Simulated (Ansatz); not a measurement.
The input, for Ansatz 0.2.0:

```yaml
crystal:
  periodic: [false, false, false]
  atoms:
    - {symbol: Al, position_ang: [-0.005221, 0.008848, -0.000018]}
    - {symbol: H, position_ang: [1.580555, 0.023899, -0.000101]}
    - {symbol: H, position_ang: [-0.655713, 1.111235, -0.002270]}
    - {symbol: H, position_ang: [-0.785074, -1.371997, 0.002855]}
basis:
  gaussian: {orbitals: cc-pVDZ}
magnetization: {spin_polarized: false}
correlation: {method: ccsdt_q, electrons: outside_noble_gas}
```

```sh
$ ansatz run in.yaml --threads 1 --pin off --events-out ev --progress --plain --max-ram 2393MiB
```

Problem. Roughly how long does this take on 1 thread of Arm Neoverse V2, shared host, and how much host memory?

Solution. 0.66 s wall and 0.15 GiB.

```
602 factors; integrals over basis functions are off by at most 2.5e-7 eV
mean field evaluation 1: about -6628.2036 eV, gradient 8.2e0 eV
mean field evaluation 2: about -6628.2048 eV, gradient 8.2e0 eV
mean field evaluation 4: about -6628.5676 eV, gradient 1.6e-1 eV
mean field evaluation 8: about -6628.5679 eV, gradient 7.8e-6 eV
mean field -6628.56789619 eV, -243.5953771804 hartree, gradient 7.8e-6 eV, S^2 0.000000; 0 other end points of the search recorded, 0 dependent functions left out
5 core orbitals not correlated: weight in the atoms' cores, before any rotation towards them, 1.000 or more for the frozen orbitals, at most 0.000 for the correlated occupied ones
reference -6628.56789619 eV, -243.5953771804 hartree; 3, 3 occupied and 25, 25 virtual orbitals, 602 factors
second order -2.10932028 eV of doubles, -0.00000000 eV of singles
cycle   1  -2.59046728 eV  change   -4.8e-1 eV  update   5.1e-2
cycle   2  -2.79706807 eV  change   -2.1e-1 eV  update   1.9e-2
cycle   3  -2.80474676 eV  change   -7.7e-3 eV  update   4.8e-3
cycle   4  -2.80710897 eV  change   -2.4e-3 eV  update   1.8e-3
cycle   5  -2.80663974 eV  change    4.7e-4 eV  update   3.9e-4
cycle   6  -2.80648024 eV  change    1.6e-4 eV  update   1.3e-4
cycle   7  -2.80653835 eV  change   -5.8e-5 eV  update   4.4e-5
cycle   8  -2.80655009 eV  change   -1.2e-5 eV  update   1.3e-5
cycle   9  -2.80654322 eV  change    6.9e-6 eV  update   3.4e-6
cycle  10  -2.80654337 eV  change   -1.5e-7 eV  update   1.1e-6
cycle  11  -2.80654313 eV  change    2.4e-7 eV  update   4.1e-7
perturbative correction -0.00055574 eV, -0.0000204231 hartree
Total energy: -6631.37499506 eV, -243.6985361610 hartree
```

For the same geometry and basis full CI lies 0.2 meV lower.
